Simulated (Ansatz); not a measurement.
# AlH3+ (doublet): the correlation ladder at a displaced geometry (v2), cc-pVTZ

One table from this session's results is given with a row withheld; the runs are named, their logs left out.

The runs use Ansatz 0.2.0, Gaussian basis; cc-pVTZ, core rule «outside noble gas», up to 5 orbitals frozen.

To be run: UHF; CCSD(T) on ROHF; CCSD(T) on UHF; BCCD(T) on ROHF; CCSDT(Q) on ROHF; CCSDT(Q) on UHF.

18 further runs of the same task are left out: 9 for a known fault of the program, 5 that didn't finish, 4 set aside as unsound or not needed.

## What is computed

The geometry is a PBE0/def2-TZVP stationary point (not a proven minimum) with its atoms shifted at random (size 0.100 Å).

4 atoms, charge 1, spin multiplicity 2.

Atoms are counted from 1 here; the program's logs count them from 0.

Bond lengths: Al1–H2 1.559 Å, Al1–H3 1.564 Å. Angles: H2–Al1–H3 164.9°.

Set-up of the first run:

in.yaml reads:

```yaml
crystal:
  periodic: [false, false, false]
  atoms:
    - {symbol: Al, position_ang: [0.008676, 0.060334, -0.001231]}
    - {symbol: H, position_ang: [-0.156198, 0.237750, -1.540835]}
    - {symbol: H, position_ang: [-0.079578, 0.205327, 1.553381]}
    - {symbol: H, position_ang: [0.003531, -2.058158, 0.020397]}
basis:
  gaussian: {orbitals: cc-pVTZ}
total_charge: 1
magnetization: {spin_polarized: true, initial_magnetization: 1}
hamiltonian: {xc: hf}
output: {orbitals: {seedname: orbitals}}
```

Started as:

```console
$ ansatz run in.yaml --threads 1 --pin off --events-out ev --progress --plain --max-ram 2393MiB
```

Steps of the session up to this table: UHF; CCSD(T) on ROHF; CCSD(T) on UHF; BCCD(T) on ROHF; CCSDT(Q) on ROHF; CCSDT(Q) on UHF.

One table of the session follows, with a row left open; its other results are not shown here.

```
   method  from UCCSDT(Q) (kJ/mol)
     ROHF                   +219.7
      UHF                        ?
     RMP2                    +51.7
     UMP2                    +51.3
    RCCSD                     +3.7
    UCCSD                     +3.7
 RCCSD(T)                     +1.0
 UCCSD(T)                     +1.0
  BCCD(T)                     +1.0
   RCCSDT                     +0.1
   UCCSDT                     +0.1
RCCSDT(Q)                      0.0
UCCSDT(Q)                        0
```

**Question.** Estimate the row for UHF.

As computed: from UCCSDT(Q) (kJ/mol): +218.4. In the column «from UCCSDT(Q) (kJ/mol)» it lies between RMP2 (+51.7) and ROHF (+219.7).

Limits of these values: Restricted and unrestricted rows rest on different reference determinants; where their highest levels disagree by more than a few hundredths of an eV, they describe different states and don't form one ladder.
